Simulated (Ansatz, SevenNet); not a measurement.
For tetradymite Bi2Se3, the machine-learned potential SevenNet-l3i5 (trained on PBE and PBE+U data) gives:

```
Quantity                Value
-------------------  --------
lattice parameter a   4.189 Å
lattice parameter c  30.683 Å
```

What does HSE06 (Ansatz, a program for electronic structure, PAW) give for the same quantities?


- lattice constant a: 4.145 Å (drops by 1.1 %)
- lattice parameter c: 31.228 Å (goes up by 1.8 %)

For comparison: lattice constant a 4.143 Å (measured, temperature not stated, no zero-point or thermal correction; as tabulated in Luo et al. (2012), arXiv:1308.1523); lattice parameter c 28.636 Å (measured, temperature not stated, not corrected to a static lattice; as tabulated in Luo et al. (2012), arXiv:1308.1523).

Changes are worked out from the printed values.

Unless a cell is named, each level is at its own relaxed cell (SevenNet-l3i5 31.09, HSE06 30.98 Å³/atom).

Levels without +SOC leave out spin–orbit coupling, which shifts energies and cells of such heavy elements.

Caveats: the cell comes from a level without a dispersion term, which matters for the spacing of layers, chains or molecules (HSE06). Ansatz's density-functional and Hartree–Fock values are scalar-relativistic unless marked +SOC, with PAW data made under PBE.
